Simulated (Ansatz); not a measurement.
Energy needed to pull apart AlBSiH$_{6}$ (SMILES [AlH2][BH][SiH3]), closed shell, into free ground-state atoms, from the structure below (displaced at random from a GFN2-xTB minimum); no zero-point or spin–orbit terms; open-shell atoms are treated unrestricted, in their ground-state multiplicity.

| atom | x (Å) | y (Å) | z (Å) |
| --- | --- | --- | --- |
| Al1 | -1.0801 | 1.0149 | -1.1310 |
| B2 | 0.4151 | 0.8176 | 0.2678 |
| Si3 | 0.8031 | -1.0568 | 0.8552 |
| H4 | -1.8891 | -0.1955 | -1.7098 |
| H5 | -1.5636 | 2.2511 | -1.8321 |
| H6 | 0.8854 | 1.6393 | 0.5842 |
| H7 | 2.0019 | -1.2674 | 1.2185 |
| H8 | 0.3865 | -2.0551 | -0.0590 |
| H9 | -0.2322 | -1.2614 | 1.9650 |

Computed with Ansatz 0.2.0 (basis: def2-TZVPP); correlated methods freeze the cores.

```csv
method,atomization energy (kcal/mol)
PBE-D4,536.9
BLYP-D4,538.8
r2SCAN-D4,548.2
PBE0-D4,539.5
r2SCAN0-D4,546.4
wB97M-V,?
HF,419.3
MP2,?
CCSD,529.5
CCSD(T),533.1
```

Task: What does MP2 give? (Judge from chemistry; the value comes from the calculation.)

Result: The calculation gives: 527.4 kcal/mol, which is about 5.7 kcal/mol less than CCSD(T)/def2-TZVPP.

Task: What does wB97M-V give? (Judge from chemistry; the value comes from the calculation.)

Result: Computed: 549.7 kcal/mol, which is about 16.6 kcal/mol more than CCSD(T)/def2-TZVPP.

In triple zeta the MP2 and coupled-cluster atomization energies are still short of their basis limit by a few kcal/mol a bond, whereas those of the functionals are nearly converged, so these differences are not deviations from converged CCSD(T).

No T1 diagnostic of these runs exceeds 0.013.

For scale, one of the runs: CCSD(T)/def2-TZVPP forces, 199 basis functions (an equivalent command: `ansatz run in.yaml --threads 4`). The run took 110 s on 4 CPU threads (shared host), with 4.4 GiB of host memory at its peak.
